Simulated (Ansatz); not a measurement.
## Structure relaxation of W3Br

Method: Ansatz 0.2.0, DFT PBE, scalar-relativistic, plane waves, PAW. Cutoff 420 eV, Γ-centred k mesh, Gaussian smearing, no spin polarisation in the final step.

The start puts W3Br on the TiAl3 (D0_22) structure type (I4/mmm, No. 139), with Br in place of Ti, W in place of Al, at a guessed volume.

```
CELL_PARAMETERS angstrom
-2.05925 2.05925 4.59989
2.05925 -2.05925 4.59989
2.05925 2.05925 -4.59989
ATOMIC_POSITIONS crystal
W 0.50000 0.50000 0.00000
W 0.25000 0.75000 0.50000
W 0.75000 0.25000 0.50000
Br 0.00000 0.00000 0.00000
```

Cell and atoms relax at zero pressure; the relaxation can't lower the symmetry of the start. After a coarse first stage the cell is made exact in the group found at 0.06 Å.

The zero of energy is the elements' standard structures at the same level; no fitted shifts are applied.

Problem. Which crystal results?

Solution. It keeps I4/mmm (No. 139). The result has the TiAl3 (D0_22) structure. Conventional cell: a = 3.850 Å, c = 9.067 Å. W on Wyckoff site b (1 atom of the primitive cell) is coordinated by 4 Br at 2.72 Å and 8 W at 2.97 Å; W on Wyckoff site d (2 atoms of the primitive cell) has 4 W at 2.72 Å, 4 Br at 2.97 Å and 4 W at 2.97 Å; around Br lie 4 W at 2.72 Å and 8 W at 2.97 Å.

```xyz
4
Lattice="-1.9248 1.9248 4.5337 1.9248 -1.9248 4.5337 1.9248 1.9248 -4.5337" Properties=species:S:1:pos:R:3 pbc="T T T"
W     0.0000    0.0000    4.5337
W     1.9248    0.0000    2.2669
W     0.0000    1.9248    2.2669
Br    0.0000    0.0000    0.0000
```

Problem. What are its volume, energy, density and gap?

Solution. The volume per atom is 16.80 Å³ and the density is 15.61 g/cm³. The energy over the elements is 1.42 eV/atom and the gap on the 16×16×16 mesh is 0 eV (a metal).

The final run used a 16×16×16 mesh on its 4-atom cell and 0.10 eV smearing. For metals, differences of a few meV/atom aren't resolved. Spin–orbit coupling is left out. A structure relaxed within its symmetry needn't be a true minimum. The steps took of the order of 110 core-seconds in all.

Cost: 3 runs of about 1.9 core-minutes in all, on Intel Xeon 6975P-C (Granite Rapids) (shared hosts).